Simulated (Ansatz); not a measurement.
**Basis-set limit of BSiH₆, doublet**

| atom | x (Å) | y (Å) | z (Å) |
| --- | --- | --- | --- |
| Si | -0.8750 | 0.0000 | 0.0000 |
| H | -1.3698 | 1.3997 | 0.0000 |
| H | -1.3698 | -0.6999 | 1.2122 |
| H | -1.3698 | -0.6999 | -1.2122 |
| H | 0.7470 | 0.0000 | 0.0000 |
| B | 2.1000 | 0.0000 | 0.0000 |
| H | 2.6091 | 0.0000 | 1.0770 |
| H | 2.6091 | 0.0000 | -1.0770 |

Ansatz 0.2.0, UHF determinant, valence electrons correlated. Energies in eV.

```
       set  X  functions  Hartree–Fock  MP2 correlation  CCSD(T) correlation                                                                                                  time
def2-TZVPP  3        157    -8625.6388          -6.7330              -8.2364  16 s on 1 × NVIDIA H100 80GB HBM3 with 1 thread of AMD EPYC 7R13 Processor (Zen 3), on a shared host
def2-QZVPP  4        307    -8625.9360          -7.1551              -8.5766      34 s on 1 × NVIDIA H100 80GB HBM3 with 1 thread of AMD EPYC 7R13 Processor (Zen 3) (shared host)
```

Hartree–Fock is taken to follow E(X) = E∞ + A·exp(−7.88·√X), correlation E(X) = E∞ + B·X^−2.97.

Question: Work out the CCSD(T) energy at the limit, and how far the shortcut misses it that extrapolates MP2 and adds CCSD(T) minus MP2 from the smaller set.

Answer: Hartree–Fock: E∞ = E4 + 0.1377·(E4 − E3) = -8625.9769. Correlation: E∞ = E4 + 0.7407·(E4 − E3) = -8.8285 for CCSD(T) and -7.4678 for MP2. The limit is -8634.8054 eV, 0.293 eV below def2-QZVPP. The shortcut gives a correlation energy of -7.4678 + (-1.5035) = -8.9713, 143 meV lower than the direct value.

Past Ne part of the Hartree–Fock step between the two sets comes from the cores, which don't follow the formula, so the 41 meV that it adds to the total can overshoot; that part largely cancels in differences.
